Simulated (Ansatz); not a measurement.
# Bulk modulus of elemental metals

Method: r²SCAN+rVV10 in Ansatz (plane waves, PAW). References are measured values corrected to a static lattice. The table is a random draw of 14 from 28 solids with such references.

Values in GPa.

| solid | reference | r²SCAN+rVV10 | error (%) |
|---|---|---|---|
| fcc Pd | 195 (187–198) | 196 | +0.5 |
| bcc Nb | 173 | 176 | +1.7 |
| bcc W | 312 (300–328) | 326 | +4.5 |
| hcp Ru | 318 (318–336) | 347 | +9.1 |
| fcc Ag | 110 (104–111) | 113 | +2.7 |
| body-centred tetragonal In | 44.7¶ | 46.0 | +2.9 |
| hcp Co | 193 | 230 | +19.2 |
| hcp Hf | 110 | 112 | +1.8 |
| fcc Pb | 47 | 47.6 | +1.3 |
| fcc Au | 182 | 167 | -8.2 |
| fcc Al | 80.8 (77.1–82.0) | 93.8 | +16.1 |
| fcc Sr | 12.5 | 11.9 | -4.8 |
| hcp Mg | 38.6¶ | 40.0 | +3.6 |
| bcc Fe | 174 | 177 | +1.7 |

Over these 14 solids the mean error is +3.7 %, the mean absolute error 5.6 % (median 3.3 %), and the worst case hcp Co at +19.2 %; the value is above the reference in 12 of 14 cases. Over all 28, from unrounded values, the mean error is +4.5 % and the mean absolute error 7.3 % (median 4.8 %).

All these references are brought to a static lattice.

Spin–orbit coupling is left out, also for the solids with elements from indium on (bcc W, body-centred tetragonal In, hcp Hf, fcc Pb, fcc Au); its size isn't shown.

¶ marks references of a special kind: body-centred tetragonal In, 44.7 GPa (measured, copied from a table, unchecked, extrapolated to 0 K and zero-point effects removed; as tabulated in Lejaeghere et al. (2013), arXiv:1204.2733); hcp Mg, 38.6 GPa (measured, copied from a table, unchecked, extrapolated to 0 K and zero-point effects removed; as tabulated in Lejaeghere et al. (2013), arXiv:1204.2733).

In Ansatz's fits of the non-cubic solids, shape and atoms are relaxed at each volume.

Brackets give the range of the sources taken for a reference, where it is wide; it can hold other temperatures.

Differences are worked out from the printed values.

Each level is taken at its own relaxed cell. Ansatz's density-functional and Hartree–Fock values are scalar-relativistic unless marked +SOC, with PAW data made under PBE.

Ansatz's runs of these crystals have no spin polarisation, but for hcp Co, bcc Fe. Meta-GGAs and exact exchange favour moments, which can bear on fcc Pd, hcp Co, bcc Fe.

Density-functional runs with spin start from parallel moments for hcp Co, parallel moments for bcc Fe.

Not in this set, of the elemental metals with a reference value in our tables and a result at some level: 7 for no value at r²SCAN+rVV10 (not run, a failed fit, an unstable or unbound cell, or a value held back for tests); 6 for sources at odds; 3 for a reference at room or unstated temperature. These can be a level's best or worst cases. Solids without a released value at any level aren't counted. Layered and molecular crystals are counted apart. The metals Ce to Yb are counted apart.

References as tabulated in doi:10.1021/acs.jctc.3c00612; Levämäki et al. (2014), arXiv:1402.3671; Mejia-Rodriguez and Trickey (2018), arXiv:1807.09216; Lejaeghere et al. (2013), arXiv:1204.2733.

Ansatz is a quantum-chemistry and plane-wave program.
